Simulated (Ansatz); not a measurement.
I need an active-space calculation of AlH3OS, SMILES [OH][AlH][SH]. Use the Python package of Ansatz (0.2.0). Use (for the species named): Hartree-Fock, cc-pVDZ basis, multiplicity 1.

`alh3os.xyz`
```text
6

O    -1.18250   -0.98990   -0.82370
Al    0.10240    0.22380   -0.38350
S     0.61280    0.54330    1.78260
H    -1.97880   -0.38210   -0.84160
H     0.89010    1.01850   -1.54070
H     1.59810   -0.47760    1.76070
```

The script, `alh3os.py`:
```python
import ansatz as az


def main() -> None:
    molecule = az.Crystal.molecule_from_extxyz("alh3os.xyz")

    calculation = (
        molecule.calculation()
        .basis(gaussian="cc-pVDZ")
        .correlation(active_electrons=2, active_orbitals=3)
    )
    for method in [None, "sc_nevpt2"]:
        summary = (calculation if method is None else calculation.correlation(method)).run().report
        space = summary["configurations"]
        state = space["states"][0]
        print(method or "casscf", f"total {summary['free_energy_ev'] / 27.211386246:.6f} Ha, active-space state {state['energy']['hartree']:.6f} Ha, mean field {summary['reference_energy_ev'] / 27.211386246:.6f} Ha")
        print("  determinants", state["n_determinants"], " natural occupations", [round(n, 3) for n in space["natural_occupations"]])
    print("effectively unpaired electrons, sum of min(n, 2 - n):", round(sum(min(n, 2 - n) for n in space["natural_occupations"]), 3))


if __name__ == "__main__":
    main()
```

```console
$ python alh3os.py
casscf total -716.153775 Ha, active-space state -716.153775 Ha, mean field -716.127952 Ha
  determinants 9  natural occupations [1.974, 0.023, 0.003]
sc_nevpt2 total -716.522409 Ha, active-space state -716.153774 Ha, mean field -716.127952 Ha
  determinants 9  natural occupations [1.974, 0.023, 0.003]
effectively unpaired electrons, sum of min(n, 2 - n): 0.052
```

Reading the output:
- The settings weren't tested for convergence.
- The geometry is a force-field or estimated start, not a minimum of this method, and the basis set is short of its limit. The active space starts as a window about the frontier orbitals and is then optimised, not chosen by chemistry.
- Run time: 8.4 s on 1 thread of Arm Neoverse V2, on a shared host, peak memory 0.19 GiB.
